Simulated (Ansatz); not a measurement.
C4H5F, SMILES `FC1=CCC1`. Charge 0, multiplicity 1. All single points use the PBE0-D4/def2-TZVP geometry.

```xyz
10

F    -2.024    0.221   -1.252
C    -0.865    0.180   -0.616
C     0.255    0.887   -0.711
C     0.898    0.074    0.393
C    -0.434   -0.738    0.477
H     0.592    1.713   -1.321
H     1.763   -0.524    0.095
H     1.138    0.625    1.305
H    -0.974   -0.644    1.421
H    -0.349   -1.793    0.209
```

**Question.** What is the dipole moment at B3LYP/def2-TZVPP? (Estimate.)

**Answer.** Computed: 1.48 D, with components (1.18, -0.26, 0.85) D in this frame, pointing from negative to positive charge.

**Question.** And with PBE, r2SCAN, ωB97M-V? (Best estimate.)

**Answer.** Ansatz gave: PBE 1.35 D, r2SCAN 1.42 D, ωB97M-V 1.46 D.

**Question.** Give the Mulliken charges with B3LYP, r2SCAN, ωB97M-V in def2-TZVPP. (An estimate is asked.)

**Answer.** Computed: 
```json
{"atom": "F1", "B3LYP": "-0.20", "r2SCAN": "-0.20", "ωB97M-V": "-0.19"}
{"atom": "C2", "B3LYP": "0.24", "r2SCAN": "0.24", "ωB97M-V": "0.20"}
{"atom": "C3", "B3LYP": "-0.23", "r2SCAN": "-0.24", "ωB97M-V": "-0.18"}
{"atom": "C4", "B3LYP": "-0.08", "r2SCAN": "0.03", "ωB97M-V": "-0.15"}
{"atom": "C5", "B3LYP": "-0.16", "r2SCAN": "-0.08", "ωB97M-V": "-0.20"}
{"atom": "H6", "B3LYP": "0.13", "r2SCAN": "0.10", "ωB97M-V": "0.13"}
{"atom": "H7", "B3LYP": "0.07", "r2SCAN": "0.03", "ωB97M-V": "0.09"}
{"atom": "H8", "B3LYP": "0.07", "r2SCAN": "0.03", "ωB97M-V": "0.09"}
{"atom": "H9", "B3LYP": "0.08", "r2SCAN": "0.05", "ωB97M-V": "0.10"}
{"atom": "H10", "B3LYP": "0.08", "r2SCAN": "0.05", "ωB97M-V": "0.10"}
```

B3LYP here is the variant with VWN-RPA as its local correlation; programs differ in this.
